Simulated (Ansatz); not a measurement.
Born–Oppenheimer molecular dynamics of BH7OSi (10 atoms, charge 0, multiplicity 1). It starts from a relaxed structure.

The calculation used RKS PBE0/6-31G* in Ansatz.

```json
{
  "ensemble": "NVT, Langevin thermostat",
  "time step": "0.5 fs",
  "steps asked": "166",
  "set temperature": "300 K",
  "friction": "0.02 /fs",
  "seed": "288079"
}
```

First frame:

```xyz
10
Properties=species:S:1:pos:R:3
B -1.067 0.653 -0.705
O 0.564 0.368 -0.476
Si 0.820 -0.627 0.902
H -1.424 -0.247 -1.431
H -1.123 1.765 -1.167
H -1.471 0.557 0.440
H 1.002 0.117 -1.301
H -0.076 -1.804 0.872
H 0.621 0.229 2.086
H 2.239 -1.061 0.783
```

How far do the bonds stretch over the last three quarters of this one trajectory? (Pairs bonded in most of those frames.)


| bond | mean (Å) | spread (Å) | shortest | longest |
| --- | --- | --- | --- | --- |
| B1–O2 | 1.679 | 0.048 | 1.59 | 1.76 |
| B1–H4 | 1.213 | 0.018 | 1.18 | 1.25 |
| B1–H5 | 1.210 | 0.015 | 1.18 | 1.24 |
| B1–H6 | 1.224 | 0.057 | 1.13 | 1.33 |
| O2–Si3 | 1.704 | 0.028 | 1.66 | 1.75 |
| O2–H7 | 0.970 | 0.020 | 0.93 | 1.00 |
| Si3–H8 | 1.480 | 0.013 | 1.46 | 1.51 |
| Si3–H9 | 1.480 | 0.033 | 1.42 | 1.53 |
| Si3–H10 | 1.491 | 0.018 | 1.47 | 1.54 |

Mean temperature of the second half: 214 K. The mean temperature of the second half is 29 % below the set value. A run of 0.083 ps of so small a system gives no equilibrium averages.

The run took 6.1 min on 1 thread of Arm Neoverse V1 (shared host), peak memory 0.12 GiB.
